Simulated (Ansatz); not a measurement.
## Ansatz (development build ahead of 0.2.0) run

```yaml
crystal:
  periodic: [false, false, false]
  atoms:
    - { symbol: Si, position_ang: [0.02506, 0.05764, 0.00822] }
    - { symbol: H, position_ang: [0.83357, -1.07664, 0.58812] }
    - { symbol: H, position_ang: [-0.30808, -0.22733, -1.43546] }
    - { symbol: H, position_ang: [-1.18747, 0.38659, 0.82047] }
basis:
  gaussian: { orbitals: def2-SVP }
magnetization:
  spin_polarized: true
  initial_magnetization: 1
hamiltonian:
  xc: hf
output:
  forces: true
```

The input is written out in the form of the current development build from the run's settings.

Results

```
Converged                       : yes
Total energy                    : -290.53322 hartree
Spin squared of the determinant : 0.754
Stability test                  : minimum
```

Forces (eV/Å):
```
atom      Fx      Fy      Fz
 Si1   0.110  -0.297  -0.212
  H2  -0.365   0.375  -0.133
  H3   0.028   0.093   0.523
  H4   0.228  -0.172  -0.178
```
